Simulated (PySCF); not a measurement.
Isomers of C4H8N2. Theory: TDDFT wB97X-D/def2-SVPD, vertical, gas phase, core orbitals frozen in the response (PySCF). Geometries: GFN2-xTB; one conformer of each isolated species. Triplets are in the Tamm–Dancoff approximation.

Question: Rank by computed HOMO–LUMO gap, lowest first.
A. `[H]/N=C(/C=C)CN`
B. `C=C/C(C)=N\N`
C. `CN1CCC=N1`
D. `C(=N\C)/C(C)=N\[H]`

Answer: B (8.70 eV), D (9.50 eV), C (9.71 eV), A (9.99 eV).

| SMILES | gap (eV) | f (S1) | HOMO (eV) | S1 (eV) | α (au) | S1 mainly |
| --- | --- | --- | --- | --- | --- | --- |
| C=C/C(C)=N\N | 8.70 | 0.387 | -7.95 | 4.95 | 72.5 | H→L (95%) |
| [H]/N=C(C)\C=N\C | 9.50 | 0.000 | -9.26 | 4.23 | 67.4 | H→L (95%) |
| CN1CCC=N1 | 9.71 | 0.157 | -7.55 | 5.38 | 62.6 | H→L (94%) |
| [H]/N=C(/C=C)CN | 9.99 | 0.001 | -9.31 | 4.75 | 66.5 | H→L (88%) |

H and L stand for HOMO and LUMO.
